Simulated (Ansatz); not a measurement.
Relaxation of H5OPSi (8 atoms, charge 0, multiplicity 1), to a largest force component of 0.015 eV/Å in at most 40 steps.

Level of theory: RKS BLYP/def2-SVP in Ansatz 0.2.0.

```xyz
8
Properties=species:S:1:pos:R:3:forces:R:3
O -1.051 0.410 -1.494 -0.40 -1.35 -2.69
P -0.342 1.166 -0.264 0.56 2.44 1.92
Si 0.480 -0.601 0.805 -0.88 -1.05 0.55
H -1.984 0.345 -1.323 -1.32 -0.05 0.03
H 0.858 1.532 -0.944 0.30 -0.02 -0.04
H -0.080 -1.852 0.154 0.09 0.20 0.10
H 0.035 -0.605 2.243 0.11 -0.01 0.01
H 1.904 -0.615 0.708 1.56 -0.16 0.12
```

Where does it end, and by what steps?

It converged. After 12 steps the energy has fallen by 0.460 eV; H5 moved furthest, 0.78 Å.

```json
{"step": "0", "energy less start (eV)": "0.0000", "largest force component (eV/Å)": "2.688", "accepted": "yes"}
{"step": "1", "energy less start (eV)": "-0.2808", "largest force component (eV/Å)": "1.306", "accepted": "yes"}
{"step": "2", "energy less start (eV)": "-0.3479", "largest force component (eV/Å)": "0.941", "accepted": "yes"}
{"step": "3", "energy less start (eV)": "-0.3670", "largest force component (eV/Å)": "0.285", "accepted": "yes"}
{"step": "4", "energy less start (eV)": "-0.3756", "largest force component (eV/Å)": "0.207", "accepted": "yes"}
{"step": "5", "energy less start (eV)": "-0.3759", "largest force component (eV/Å)": "1.039", "accepted": "yes"}
{"step": "6", "energy less start (eV)": "-0.4072", "largest force component (eV/Å)": "0.566", "accepted": "yes"}
{"step": "7", "energy less start (eV)": "-0.4298", "largest force component (eV/Å)": "0.400", "accepted": "yes"}
{"step": "8", "energy less start (eV)": "-0.4512", "largest force component (eV/Å)": "0.118", "accepted": "yes"}
{"step": "9", "energy less start (eV)": "-0.4560", "largest force component (eV/Å)": "0.176", "accepted": "yes"}
{"step": "10", "energy less start (eV)": "-0.4592", "largest force component (eV/Å)": "0.033", "accepted": "yes"}
{"step": "11", "energy less start (eV)": "-0.4597", "largest force component (eV/Å)": "0.044", "accepted": "yes"}
{"step": "12", "energy less start (eV)": "-0.4600", "largest force component (eV/Å)": "0.007", "accepted": "yes"}
```

```xyz
8
Properties=species:S:1:pos:R:3
O -1.463 0.381 -1.216
P -0.141 1.161 -0.443
Si 0.579 -0.638 0.812
H -2.231 0.979 -1.138
H 0.868 0.953 -1.461
H 0.641 -1.909 0.015
H -0.375 -0.829 1.954
H 1.942 -0.319 1.361
```

Whether the end is a true minimum wasn't checked by a vibrational analysis.

Time of the run: 37 s on 1 thread of Intel(R) Xeon(R) Platinum 8259CL CPU @ 2.50GHz (Skylake/Cascade Lake) (shared host), peak memory 0.25 GiB.
